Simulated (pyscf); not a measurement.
Optimised with ωB97X-D3(BJ)/def2-SVP in PySCF.

PBE/def2-TZVP puts the barrier of `[O]=[Nb]([OH])([OH])[O][SiH3]` + `[H][H]` -> `[O]=[NbH]([OH])[OH]` + `[OH][SiH3]` (multi-bond step; singlet surface; Nb–O, H–H, H–Si broken, H–Nb, H–O, H–Si formed) at 47.7 kcal/mol and the reaction energy at +33.7 kcal/mol, from the separated reactants. What do r²SCAN/def2-TZVP, M06-2X/def2-TZVP, ωB97M-D3(BJ)/def2-TZVP give on the same structures?

r²SCAN: ΔE‡ = 50.3 kcal/mol, ΔE = +36.7 kcal/mol; M06-2X: ΔE‡ = 55.9 kcal/mol, ΔE = +35.6 kcal/mol; ωB97M-D3(BJ): ΔE‡ = 54.0 kcal/mol, ΔE = +33.2 kcal/mol. PBE's barrier lies under all of them, by 2.6 to 8.2 kcal/mol. Its reaction energy lies among theirs. On the product side the descent ends in an adduct with a Nb–O contact, 14.0 kcal/mol under the separated species and 29.6 kcal/mol under the saddle at ωB97X-D3(BJ)/def2-TZVP. What is counted as broken (Nb–O) persists as a longer contact in the product adduct; parting that adduct is a step of its own. At the saddle there is also a short Nb–Si contact that neither side keeps. One saddle was located; it need not be the lowest between these sides. Elements past Kr carry the def2 core potentials, without spin-orbit coupling.
